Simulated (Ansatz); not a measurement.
The input, for Ansatz 0.2.0:

```yaml
crystal:
  periodic: [false, false, false]
  atoms:
    - {symbol: Si, position_ang: [-1.764220, 0.000000, 0.000000]}
    - {symbol: H, position_ang: [-2.259092, 1.399708, 0.000000]}
    - {symbol: H, position_ang: [-2.259091, -0.699854, 1.212183]}
    - {symbol: H, position_ang: [-2.259092, -0.699854, -1.212182]}
    - {symbol: H, position_ang: [-0.037220, 0.000000, 0.000000]}
    - {symbol: Si, position_ang: [2.008780, 0.000000, 0.000000]}
basis:
  gaussian: {orbitals: cc-pVDZ}
magnetization: {spin_polarized: false, initial_magnetization: 2}
correlation: {method: fic_mrcisd_q, electrons: outside_noble_gas, active_space: {window: {electrons: 4, orbitals: 4}}}
```

```sh
$ ansatz run in.yaml --threads 1 --pin off --events-out ev --progress --plain --max-ram 2393MiB
```

The program prints:

```
538 factors; integrals over basis functions are off by at most 1.8e-3 eV
mean field evaluation 1: about -15783.6728 eV, gradient 1.1e1 eV
mean field evaluation 2: about -15783.6744 eV, gradient 1.1e1 eV
mean field evaluation 4: about -15784.6094 eV, gradient 5.6e-1 eV
mean field evaluation 8: about -15784.6112 eV, gradient 8.7e-5 eV
mean field evaluation 16: about -15783.9308 eV, gradient 3.0e-5 eV
mean field evaluation 32: about -15783.9310 eV, gradient 5.2e-3 eV
mean field -15784.61115652 eV, -580.0737608083 hartree, gradient 2.3e-6 eV, S^2 2.000000; 7 other end points of the search recorded, 0 dependent functions left out
reference -15784.61115652 eV, -580.0737608083 hartree; 17, 15 occupied and 39, 41 virtual orbitals, 538 factors
state -15785.06111694 eV, -580.0902965488 hartree
contracted CI cycle   1: correlation 0.00000000 eV, 0.0000000000 hartree, residual 1.64e1 eV
contracted CI cycle   2: correlation -4.96413665 eV, -0.1824286570 hartree, residual 2.45e0 eV
contracted CI cycle   3: correlation -5.09206848 eV, -0.1871300651 hartree, residual 7.37e-1 eV
contracted CI cycle   4: correlation -5.10386831 eV, -0.1875637009 hartree, residual 2.65e-1 eV
contracted CI cycle   5: correlation -5.10553314 eV, -0.1876248824 hartree, residual 1.01e-1 eV
contracted CI cycle   6: correlation -5.10579004 eV, -0.1876343233 hartree, residual 3.98e-2 eV
contracted CI cycle   7: correlation -5.10582911 eV, -0.1876357590 hartree, residual 1.45e-2 eV
contracted CI cycle   8: correlation -5.10583375 eV, -0.1876359294 hartree, residual 4.79e-3 eV
contracted CI cycle   9: correlation -5.10583424 eV, -0.1876359474 hartree, residual 1.67e-3 eV
state -15785.06111694 eV, -580.0902965488 hartree; corrected -15790.77895800 eV, -580.3004233320 hartree
state -15784.96545430 eV, -580.0867810116 hartree
contracted CI cycle   1: correlation 0.00000000 eV, 0.0000000000 hartree, residual 1.67e1 eV
contracted CI cycle   2: correlation -5.03295240 eV, -0.1849575891 hartree, residual 2.38e0 eV
contracted CI cycle   3: correlation -5.15057271 eV, -0.1892800560 hartree, residual 5.86e-1 eV
contracted CI cycle   4: correlation -5.15744755 eV, -0.1895327017 hartree, residual 1.64e-1 eV
contracted CI cycle   5: correlation -5.15808068 eV, -0.1895559686 hartree, residual 5.34e-2 eV
contracted CI cycle   6: correlation -5.15815130 eV, -0.1895585640 hartree, residual 1.67e-2 eV
contracted CI cycle   7: correlation -5.15815761 eV, -0.1895587957 hartree, residual 5.26e-3 eV
contracted CI cycle   8: correlation -5.15815822 eV, -0.1895588181 hartree, residual 1.59e-3 eV
state -15784.96545430 eV, -580.0867810116 hartree; corrected -15790.72401393 eV, -580.2984041746 hartree
state -15785.06111694 eV, -580.0902965488 hartree; corrected -15790.77895800 eV, -580.3004233320 hartree
Total energy: -15790.77895800 eV, -580.3004233320 hartree
```

Natural occupations: 1.9690 1.0000 1.0000 0.0310.

For the same geometry and basis UCCSDT(Q) lies 10.8 meV lower.

Ran on 1 thread of Arm Neoverse V2, shared host: 3.7 s wall, 0.11 GiB peak host memory.
